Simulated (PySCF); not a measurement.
cyclobutane (C4H8), SMILES C1CCC1.

Coordinates come from a PBE0-D3(BJ)/def2-SVP optimisation.

Calculation: TDA-ωB97X/def2-SVPD (PySCF).

Vertical excitations; the highest root listed may be one member of a degenerate set. The molecule is in vacuum. State labels are in the subgroup D2.

Problem. Give excitation energies, oscillator strengths and character. (The exact figures need the calculation; the answer reports its results.)

Solution. 
```
state  symmetry  energy (eV)  λ (nm)      f                                             main pairs
-----  --------  -----------  ------  -----  -----------------------------------------------------
S1           B2         9.04     137  0.041                           HOMO−1→LUMO (degenerate set)
S2           B3         9.04     137  0.041                             HOMO→LUMO (degenerate set)
S3            A         9.05     137  0.000                                       HOMO−2→LUMO 89 %
S4           B1         9.57     130  0.006                   HOMO→LUMO+1 45 %, HOMO−1→LUMO+2 45 %
S5           B2         9.59     129  0.001            HOMO−2→LUMO+1, HOMO→LUMO+3 (degenerate set)
S6           B3         9.59     129  0.001          HOMO−2→LUMO+2, HOMO−1→LUMO+3 (degenerate set)
S7           B1         9.62     129  0.000                   HOMO−1→LUMO+2 45 %, HOMO→LUMO+1 45 %
S8            A         9.66     128  0.000  HOMO−1→LUMO+1 43 %, HOMO→LUMO+2 43 %, HOMO−3→LUMO 7 %
S9            A         9.77     127  0.000                   HOMO→LUMO+2 46 %, HOMO−1→LUMO+1 46 %
S10          B2         9.88     126  0.001                   HOMO→LUMO+3 55 %, HOMO−2→LUMO+1 34 %
T1           B3         8.82     141      0                             HOMO→LUMO (degenerate set)
T2           B2         8.82     141      0                           HOMO−1→LUMO (degenerate set)
T3            A         8.92     139      0                                       HOMO−2→LUMO 86 %
T4            A         9.36     132      0                   HOMO−1→LUMO+1 44 %, HOMO→LUMO+2 44 %
```
Triplets are in the Tamm–Dancoff approximation.
